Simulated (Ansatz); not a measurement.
**CrMo3: from a trial structure to a relaxed crystal**

Computed with DFT PBE, scalar-relativistic, plane waves, PAW in Ansatz. Cutoff 420 eV, Γ-centred k mesh, Gaussian smearing, collinear spin, first started from parallel moments.

CrMo3 was placed on the Cu3Au (L1_2) structure type (Pm-3m, No. 221), with Cr in place of Au, Mo in place of Cu, at a guessed volume.

```
Cr Mo
1.0
     3.79456    0.00000    0.00000
     0.00000    3.79456    0.00000
     0.00000    0.00000    3.79456
Cr Mo
1 3
Direct
  0.00000 0.00000 0.00000
  0.00000 0.50000 0.50000
  0.50000 0.00000 0.50000
  0.50000 0.50000 0.00000
```

Steps on the 4×4×4 mesh (4 atoms). 5 of 5 steps are shown, and the free energy counts from the last. Trial steps that were taken back and renewals of the plane-wave basis can be among the rows.

```csv
step,ΔF (meV/atom),V (Å³/atom),P (GPa)
1,141.4,13.66,30.93
2,11.1,15.76,-6.38
3,1.2,15.35,-1.22
4,0.8,15.26,0.10
5,0.0,15.26,0.17
```

A final relaxation ran on a 12×12×12 mesh. The relaxed crystal, Pm-3m (No. 221):

Space group Pm-3m (No. 221). a = 3.929 Å, b = 3.929 Å, c = 3.929 Å, α = 90.00°, β = 90.00°, γ = 90.00°
```csv
atom,site,symmetry,x,y,z
Cr,1a,m-3m,0.0000,0.0000,0.0000
Mo,3c,4/mm.m,0.0000,0.5000,0.5000
```

* Volume per atom: 15.16 Å³
* Density: 9.31 g/cm³
* Energy over the elements: 0.45 eV/atom
* Gap on the 12×12×12 mesh: 0 eV (a metal)
* Net moment per atom: 0.33 μB
* Largest site moment: 1.34 μB

Formation energies are uncorrected and refer to the elements' standard structures at the same level.

The final run used a 12×12×12 mesh on its 4-atom cell and 0.10 eV smearing. The k mesh leaves about 4 meV/atom of noise in metals.

Symmetry constrained the relaxation, so the result can be a saddle point.

Cost: 3 runs of about 2.5 core-minutes in all, on Arm Neoverse V2 (shared hosts).